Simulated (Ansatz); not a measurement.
Lattice constant a of zinc-blende III-V compounds: measurement against PBEsol

Computed values from Ansatz (plane waves, PAW); cells keep the symmetry of their structure type. Ansatz (a first-principles code) is a plane-wave DFT program; potentials: the later of its two PAW sets. Static lattice, each level relaxed to under 0.1 GPa.

Here x stands for PBEsol a and y for measured a.

| solid | PBEsol a (Å) | measured a (Å) | basis of the measured value |
|---|---|---|---|
| BN | 3.606 | 3.593 | 0 K, zero-point corrected |
| AlP | 5.470 | 5.451 | 0 K, zero-point corrected |
| GaAs | 5.659 | 5.640 | 0 K, zero-point corrected |
| AlAs | 5.675 | 5.649 | 0 K, zero-point corrected |
| InP | 5.878 | 5.858 | 0 K, zero-point corrected |
| InAs | 6.087 | ? | 0 K, zero-point corrected |

**Question.** Using a straight line, estimate the missing y at x = 6.087 from the other rows, showing the fit.

**Answer.** With u = x - 5.3, the rows have u = -1.6940, 0.1700, 0.3590, 0.3750, 0.5780. Means: u -0.042400, y 5.2382. About the means, the sum of products is 3.4797 and the sum of squares of u is 3.4931; the slope is their ratio. Least squares gives y = 5.2804 + 0.99615·u. Residuals (row less fit): 0.0001, 0.0013, 0.0020, -0.0050, 0.0018; standard error 0.0033 (degrees of freedom: 3). The slope is 0.996 with a standard error of 0.0018. Before the fit, PBEsol less measured has mean 0.0194, mean absolute 0.0194 and median absolute 0.0190 Å over these 5 rows. At the withheld row, u = 0.7870, so y = 5.2804 + 0.99615 × 0.7870 = 6.0644 Å. The measured value is 6.047 Å, 0.0174 Å below the prediction (0.7 % of the range of y in the table). The row lies outside the fitted rows, so this is an extrapolation. From the scatter of the fitted rows alone, a prediction at this place has a standard error of 0.0039 Å, so the miss is 4.4 times that.

Plain PBEsol misses this row by 0.040 Å. The rows are a random draw of 6 from the 6 solids that have both values on this basis (zero-point corrected by the source), of 10 computed in this series. Not drawn: V to Ni and open 4f shells, rows kept for tests, unfit runs, cells that left their space group, values derived or compiled from fits, values whose temperature is given only as extrapolated, encyclopaedia, home-page and unnamed sources, sources from 2025 on, cells with moments, not at rest, warned of a lower state, or off the usual phase with no note on it here. Measured values as quoted by these papers, many of them computational: BN Tamar Goldzak et al., The Journal of Chemical Physics (2022), arXiv:2208.04865; AlP Daniel Mejia-Rodriguez et al., Physical Review B (2018), arXiv:1807.09216; GaAs Daniel Mejia-Rodriguez et al., Physical Review B (2018), arXiv:1807.09216; AlAs Daniel Mejia-Rodriguez et al., Physical Review B (2018), arXiv:1807.09216; InP Daniel Mejia-Rodriguez et al., Physical Review B (2018), arXiv:1807.09216; InAs Daniel Mejia-Rodriguez et al., Physical Review B (2018), arXiv:1807.09216.
